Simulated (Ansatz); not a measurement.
# MgHF (triplet): wave-function methods side by side, def2-QZVPP

One table from this session's results is given with a row withheld; the runs are named, their logs left out.

Program: Ansatz 0.2.0, Gaussian basis. Level of theory: def2-QZVPP, core rule «outside noble gas», up to 6 orbitals frozen. These are calculated values, not measurements.

Plan: UHF; ROHF; CCSD(T) on UHF.

2 further runs of the same task are left out: 2 set aside as unsound or not needed.

## The geometry

The geometry is a PBE0/def2-TZVP stationary point (not a proven minimum) of the parent state, kept for this charge and spin.

3 atoms, charge 0, spin multiplicity 3.

Atoms are counted from 1 here; the program's logs count them from 0.

Bond lengths: F1–Mg2 1.756 Å, Mg2–H3 1.688 Å. Angles: F1–Mg2–H3 180.0°.

As a file:

```xyz
3
charge 0, multiplicity 3
F     0.00000    0.00000    1.73310
Mg    0.00000    0.00000   -0.02270
H     0.00000    0.00000   -1.71040
```

Set-up of the first run:

Input file in.yaml:

```yaml
crystal:
  periodic: [false, false, false]
  atoms:
    - {symbol: F, position_ang: [0.000000, 0.000000, 1.733100]}
    - {symbol: Mg, position_ang: [0.000000, 0.000000, -0.022700]}
    - {symbol: H, position_ang: [0.000000, 0.000000, -1.710400]}
basis:
  gaussian: {orbitals: "def2-QZVPP.json"}
magnetization: {spin_polarized: true, initial_magnetization: 2}
hamiltonian: {xc: hf}
output: {orbitals: {seedname: orbitals}}
```

Started as:

```
ansatz run in.yaml --threads 1 --pin off --events-out ev --progress --plain --max-ram 2393MiB
```

Steps of the session up to this table: UHF; ROHF; CCSD(T) on UHF.

One of the session's tables, all rows but one given; the rest of the session is left out.

```
  method  from UCCSD(T) (meV)
    ROHF                    ?
     UHF              +8629.7
    UMP2               +215.9
   UCCSD               +280.0
UCCSD(T)                    0
```

Estimate the missing values for ROHF.

As computed: from UCCSD(T) (meV): +8638.8. In the column «from UCCSD(T) (meV)» it is the highest.
